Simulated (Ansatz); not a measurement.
in.yaml

```yaml
crystal:
  periodic: [false, false, false]
  atoms:
    - {symbol: C, position_ang: [0.000000, 0.091439, 1.763732]}
    - {symbol: Ga, position_ang: [0.000000, -0.038395, -0.354293]}
    - {symbol: H, position_ang: [0.000000, 1.042088, 2.296537]}
    - {symbol: H, position_ang: [0.000000, -0.776688, 2.417605]}
    - {symbol: H, position_ang: [0.000000, 1.300954, -1.223161]}
basis:
  gaussian: {orbitals: cc-pVTZ}
magnetization: {spin_polarized: false, initial_magnetization: 2}
correlation: {active_space: {window: {electrons: 4, orbitals: 4}, places: [1, 2]}}
scf: {lower_state_search: light}
```

```sh
$ ansatz run in.yaml --threads 1 --pin off --events-out ev --progress --plain --max-ram 2393MiB
```

Problem. What does the program do with this input?

Solution. Refused. The input was made wrong on purpose (two definitions of the active space), so the run isn't a sound calculation of what was asked.
```
Error: invalid value for `correlation.active_space`: name one of window, places and ras
```
